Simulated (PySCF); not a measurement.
A GIAO shielding run with PySCF 2.14 (density fitting, non-relativistic, gas phase) on Silicon Chloride Cation, [ClSi]+:

```
$ OMP_NUM_THREADS=1 python probes_run.py task.json out

{"job": {"kind": "nmr", "xc": "wB97X-D", "basis": "pcSseg-2", "pop": false}, "charge": 1, "multiplicity": 1}
Si     0.996279    -0.039145     0.004485
Cl    -0.957928     0.010500    -0.016659
```

Hardware: 1 thread of an Arm Neoverse N1, shared host.

**Question.** How large is the calculation?

**Answer.** 30 electrons, 86 basis functions and 316 auxiliary functions.

**Question.** How long does it take, and how much memory does it need?

**Answer.** 2.6 s of wall time, with 12 SCF cycles and 6 response iterations; peak memory 0.33 GiB. Times on a shared host scatter by some tens of per cent.

**Question.** And these other runs on the same molecule and hardware: GIAO shielding at B97-2/pcSseg-2; GIAO shielding at KT3/pcSseg-2; GIAO shielding at PBE0/pcSseg-2?

**Answer.** B97-2/pcSseg-2: 86 functions, 1.9 s; KT3/pcSseg-2: 86 functions, 3 s; PBE0/pcSseg-2: 86 functions, 4.1 s.
